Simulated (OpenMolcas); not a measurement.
Si2H6O (disilanol): methods side by side

The species is Si2H6O (9 atoms), meant as a singlet with charge 0. SMILES: `O[SiH2][SiH3]`. The coordinates come from a PBE0-D4/def2-TZVP relaxation. This is one conformer, not always the lowest.

| atom | x (Å) | y (Å) | z (Å) |
| --- | --- | --- | --- |
| O | -1.6090 | 1.0399 | -0.7620 |
| Si | 0.0048 | 0.9331 | -0.4159 |
| Si | 0.5442 | -1.0384 | 0.7386 |
| H | -1.9966 | 0.3414 | -1.2908 |
| H | 0.8306 | 0.9945 | -1.6578 |
| H | 0.3114 | 2.1252 | 0.4130 |
| H | 2.0129 | -1.1048 | 0.9745 |
| H | 0.1462 | -2.2282 | -0.0662 |
| H | -0.1560 | -1.1091 | 2.0495 |

Each level gives the dipole moment (D). The values are calculated.

| level | kind | program | value (D) | CPU time |
| --- | --- | --- | --- | --- |
| HF/def2-SVPD | Hartree–Fock | OpenMolcas | 1.29 | 20 s |
| SVWN5/def2-SVPD | LDA | OpenMolcas | 1.16 | 46 s |
| revPBE/def2-SVPD | GGA | OpenMolcas | 1.12 | 59 s |
| M06-L/def2-SVPD | meta-GGA | OpenMolcas | 1.16 | 73 s |
| TPSS/def2-SVPD | meta-GGA | OpenMolcas | 1.14 | 74 s |
| B3LYP/def2-SVPD | global hybrid | OpenMolcas | 1.18 | 60 s |
| BHLYP/def2-SVPD | global hybrid | OpenMolcas | 1.23 | 52 s |
| PBE0/def2-SVPD | global hybrid | OpenMolcas | 1.18 | 55 s |

The values span 1.12 to 1.29 D. Magnitudes only. Times are those of the runs behind each value, whatever else they computed, on shared processors of several kinds: orders of magnitude only.
